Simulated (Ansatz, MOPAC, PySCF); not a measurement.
Gas-phase reaction in SMILES: OC (CH4O) [methanol] + H+ -> C[OH2+] (at O, the best of the heteroatom sites tried; carbon was not tried)

Wanted: proton affinity (enthalpy at 298 K), in kcal/mol. Positive where the reaction releases energy. Set-up: dispersion terms only where a functional's name holds one; 6-31G* and kin with 6d, 5d where marked; spin-orbit terms left out; frozen cores in correlated levels; non-relativistic. CBS marks a two-point X^-3 extrapolation of the correlation energy; Hartree-Fock from the larger set. [CCSD(T)-MP2]/basis is that difference in the basis named. Ab initio and DFT rows: single points at B3LYP-D3(BJ) geometries (Ansatz, an electronic-structure program), with unscaled harmonic terms from B3LYP/6-31G* at its own minima. Semi-empirical rows: MOPAC heats of formation at their own minima for 298 K, the proton's as measured.

```json
[
 {"species": "CO (CH4O)", "coefficient": "+1", "E at M06-2X/6-31G* (5d) (PySCF), Eh": "-115.65338", "E at B3LYP/def2-TZVPD (Ansatz), Eh": "-115.77809", "H(298 K) - E, kcal/mol": "34.95", "heat of formation at MNDO (MOPAC), kcal/mol": "-57.38"},
 {"species": "H+", "coefficient": "+1", "E at M06-2X/6-31G* (5d) (PySCF), Eh": "0.00000", "E at B3LYP/def2-TZVPD (Ansatz), Eh": "0.00000", "H(298 K) - E, kcal/mol": "1.48", "heat of formation at MNDO (MOPAC), kcal/mol": "365.69"},
 {"species": "C[OH2+]", "coefficient": "-1", "E at M06-2X/6-31G* (5d) (PySCF), Eh": "-115.95193", "E at B3LYP/def2-TZVPD (Ansatz), Eh": "-116.07468", "H(298 K) - E, kcal/mol": "43.23", "heat of formation at MNDO (MOPAC), kcal/mol": "134.84"}
]
```

Coupled cluster (Ansatz) is a level with limits of its own, used here on species with T1 under 0.025 (0.045 for open shells) and stable references: RI-MP2/CBS(cc-pVTZ,cc-pVQZ)+[CCSD(T)-MP2]/cc-pVTZ. Value to compare with, RI-MP2/CBS(cc-pVTZ,cc-pVQZ)+[CCSD(T)-MP2]/cc-pVTZ (Ansatz): 180.5 kcal/mol. 1 Eh = 627.5095 kcal/mol.

**Question.** Compute it at each level from the table, and compare with RI-MP2/CBS(cc-pVTZ,cc-pVQZ)+[CCSD(T)-MP2]/cc-pVTZ (Ansatz).

**Answer.** 
- M06-2X/6-31G* (5d): the sum of coefficient times E is 0.29855 Eh, or 187.34 kcal/mol; the thermal terms add -6.80. Result: 180.5 kcal/mol. Its difference against RI-MP2/CBS(cc-pVTZ,cc-pVQZ)+[CCSD(T)-MP2]/cc-pVTZ (Ansatz) is 0.0 kcal/mol.
- B3LYP/def2-TZVPD: the sum of coefficient times E is 0.29659 Eh, or 186.11 kcal/mol; the thermal terms add -6.80. Result: 179.3 kcal/mol. Its difference against RI-MP2/CBS(cc-pVTZ,cc-pVQZ)+[CCSD(T)-MP2]/cc-pVTZ (Ansatz) is -1.2 kcal/mol.
- MNDO: the sum of coefficient times heat of formation is 173.47 kcal/mol; it needs no thermal term. Its difference against RI-MP2/CBS(cc-pVTZ,cc-pVQZ)+[CCSD(T)-MP2]/cc-pVTZ (Ansatz) is -7.0 kcal/mol.
